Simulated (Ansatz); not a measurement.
# SiH₂ (singlet): from Hartree-Fock to the top rungs, cc-pV(D+d)Z

One table from this session's results is given with a row withheld; the runs are named, their logs left out.

Computed with Ansatz 0.2.0, Gaussian basis. Level: cc-pV(D+d)Z, core rule «outside noble gas», up to 5 orbitals frozen.

The runs, in order: UHF; CCSD(T) on RHF; CCSD(T) on UHF; BCCD(T) on RHF; CISD; CCSDT(Q) on RHF; CCSDT(Q) on UHF; CISDTQ; CCSDTQ on RHF; CCSDTQ on UHF; CASSCF and MRCISD+Q, 6 electrons in 6 orbitals; CASSCF and NEVPT2, 6 electrons in 6 orbitals; Full CI.

49 further runs of the same task are left out: 49 set aside as unsound or not needed.

### The geometry

The geometry is an MP2(full)/6-31G* stationary point (not a proven minimum).

3 atoms, charge 0, spin multiplicity 1.

Atoms are counted from 1 here; the program's logs count them from 0.

Bond lengths: Si1–H2 1.519 Å, Si1–H3 1.519 Å. Angles: H2–Si1–H3 92.5°.

Geometry (Å):

```
Si    0.00000    0.00000    0.07033
H     0.00000    1.09694   -0.97985
H     0.00000   -1.09694   -0.97985
```

The first run:

Input file in.yaml:

```yaml
crystal:
  periodic: [false, false, false]
  atoms:
    - {symbol: Si, position_ang: [0.000000, 0.000000, 0.070330]}
    - {symbol: H, position_ang: [0.000000, 1.096938, -0.979847]}
    - {symbol: H, position_ang: [0.000000, -1.096938, -0.979847]}
basis:
  gaussian: {orbitals: "cc-pV(D+d)Z.json"}
magnetization: {spin_polarized: true, initial_magnetization: 0}
hamiltonian: {xc: hf}
output: {orbitals: {seedname: orbitals}}
```

Command:

```
ansatz run in.yaml --threads 1 --pin off --events-out ev --progress --plain --max-ram 2764MiB --backend cpu
```

Steps of the session up to this table: UHF; CCSD(T) on RHF; CCSD(T) on UHF; BCCD(T) on RHF; CISD; CCSDT(Q) on RHF; CCSDT(Q) on UHF; CISDTQ; CCSDTQ on RHF; CCSDTQ on UHF; CASSCF and MRCISD+Q, 6 electrons in 6 orbitals; CASSCF and NEVPT2, 6 electrons in 6 orbitals; Full CI.

One table of the session follows, with a row left open; its other results are not shown here.

| method | from FCI (meV) |
| --- | --- |
| RHF | +3277.2 |
| UHF | ? |
| RMP2 | +868.5 |
| CISD | +224.1 |
| RCCSD | +82.6 |
| RCCSD(T) | +20.1 |
| BCCD(T) | +20.2 |
| RCCSDT | +3.1 |
| CISDTQ | +4.6 |
| RCCSDT(Q) | +0.6 |
| RCCSDTQ | 0.0 |
| CASSCF valence | +1934.6 |
| NEVPT2 valence | +647.9 |
| MRCISD valence | +92.3 |
| MRCISD+Q valence | +14.5 |
| FCI | 0 |

**Question.** Estimate the row for UHF.

The run gave: from FCI (meV): +3177.2. In the column «from FCI (meV)» it lies between CASSCF valence (+1934.6) and RHF (+3277.2).
